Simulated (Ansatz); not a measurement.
Isolated molecules relaxed with PBE0-D4/def2-TZVP in Ansatz; ΔE leaves out vibrations. CBS: MP2 limit from def2 TZ/QZ plus the TZ coupled-cluster correction, frozen cores. This one scheme is used for every species, atoms too. DFT in def2-TZVPP. B3LYP here is the variant with VWN-RPA as its local correlation; programs differ in this. No spin–orbit coupling; open shells (•) take unrestricted orbitals. Spin–orbit coupling would lower the free atoms: a little for F.

`C1=CC1` + F• → `[CH]1C=C1`• + H–F  (hydrogen abstraction from a C–H bond)

| level | ΔE (kJ/mol) | difference from CCSD(T)/CBS |
| --- | --- | --- |
| PBE-D4 | -159.0 | -13.4 |
| B3LYP-D4 | -140.9 | 4.7 |
| r2SCANh-D4 | -142.9 | 2.7 |
| r2SCAN0-D4 | -133.3 | 12.3 |
| CAM-B3LYP-D4 | -142.7 | 2.9 |
| PBE | -159.9 | -14.3 |
| revPBE | -151.4 | -5.8 |
| BLYP | -155.5 | -9.9 |
| B3LYP | -142.3 | 3.3 |
| CAM-B3LYP | -143.4 | 2.2 |
| MP2/def2-TZVPP | -153.5 | -7.9 |
| SCS-MP2/def2-TZVPP | -135.4 | 10.2 |
| CCSD/def2-TZVPP | -126.6 | 19.0 |
| HF/def2-QZVPP | -61.7 | 83.9 |
| HF/CBS(def2) | -61.9 | 83.7 |
| MP2/CBS(def2) | -167.6 | -22.0 |
| CCSD(T)/CBS | -145.6 | 0 |

Task: What do rigid-rotor, harmonic-oscillator terms from PBE0-D4/def2-TZVP frequencies (298.15 K, 1 bar) make of the CCSD(T)/CBS value? (An estimate is asked.)

Result: Ansatz gave: ΔZPE = -10.7 kJ/mol, ΔH = -153.8 kJ/mol, ΔS = 23 J/(mol·K), ΔG = -160.7 kJ/mol. Open shells count their whole term as degenerate.

Largest T1 diagnostic among the species: 0.012.

From BLYP to BHLYP (50 % exact exchange), in def2-TZVPP and without D4, ΔE moves by +40.3 kJ/mol. Leaving LDA and LC-ωPBE aside and taking each functional with its dispersion term where it has one, the values, not all of them listed here, spread over 44.7 kJ/mol, from PBE-D4 to BHLYP-D4. LDA lies −37.5 kJ/mol from PBE without D4.

CCSD(T)/CBS has its own doubt, a few kJ/mol and more with outer-core shells, so smaller differences from it don't rank the levels.
